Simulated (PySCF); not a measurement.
# Working out the ionisation energy of N

N [He] 2s2 2p3 (4S) → N⁺ [He] 2s2 2p2 (3P). Computed with PySCF 2.14 in cc-pVTZ, with no relativity, point nucleus. Frozen: 1s2. Energies in hartree (1 hartree = 27.21139 eV):

```csv
part,N (lower),N⁺ (upper)
UHF,-54.400686,-53.890174
CCSD correlation,-0.111746,-0.092547
(T),-0.002275,-0.001597
```

Q: What does Hartree-Fock give?

A: (-53.890174) − (-54.400686) = 0.510512 hartree = 13.892 eV.

Q: What do CCSD and CCSD(T) give?

A: The CCSD correlation energies differ by 0.019199 hartree = 0.522 eV and the triples by 0.000678 hartree = 0.018 eV, so CCSD gives 14.414 eV and CCSD(T) 14.432 eV.

Measured between the centres of the two terms (NIST): 14.545 eV, so CCSD(T) (valence) is off by -0.113 eV.

What remains against the reference includes basis incompleteness, the frozen core and higher excitations.
